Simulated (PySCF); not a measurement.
Bonds broken one at a time in the series C F-Cl. Isolated molecules, 0 K electronic values unless said otherwise. Strings in code marks are SMILES.

Calculation: PBE0-D3(BJ)/def2-TZVP in PySCF 2.14.0. 

| species | dipole moment (D) | highest occupied spin orbital (eV) |
|---|---|---|
| whole molecule (`FC(F)(F)F`) | 0.00 | – |
| radical fragment (`F[C](F)F`) | 0.25 | -7.90 |
| radical fragment (`[F]`) | 0.00 | -12.46 |
| whole molecule (`C(Cl)(F)(F)F`) | 0.35 | – |
| radical fragment (`F[C](F)Cl`) | 0.35 | -7.32 |
| radical fragment (`[Cl]`) | 0.00 | -9.54 |
| radical fragment (`Cl[C](Cl)F`) | 0.41 | -6.85 |
| whole molecule (`FC(Cl)(Cl)Cl`) | 0.36 | – |
| radical fragment (`Cl[C](Cl)Cl`) | 0.15 | -6.43 |
| whole molecule (`ClC(Cl)(Cl)Cl`) | 0.00 | – |
